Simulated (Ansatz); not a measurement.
# How basis sets differ on CH7NSi (SMILES C[SiH2]N)

The species is CH7NSi (10 atoms), meant as a singlet with charge 0. SMILES: `C[SiH2]N`. The coordinates come from a PBE0-D4/def2-TZVP relaxation. This is one conformer, not always the lowest.

Each level gives the HOMO–LUMO gap (eV). The values are calculated.

```tsv
level	kind	program	value (eV)	CPU time
HF/STO-3G	Hartree–Fock	Ansatz	21.73	0.94 s
HF/3-21G	Hartree–Fock	Ansatz	15.75	1.5 s
HF/def2-SVP	Hartree–Fock	Ansatz	15.02	5.8 s
HF/6-311G**	Hartree–Fock	Ansatz	14.32	8.8 s
```

The values span 14.32 to 21.73 eV. A Hartree–Fock LUMO above zero doesn't converge with the basis: it sinks as sets grow more diffuse. Orbital gaps aren't excitation energies. CPU times are rough (shared hosts, several kinds of processor): they show what a rung costs within a factor of a few.
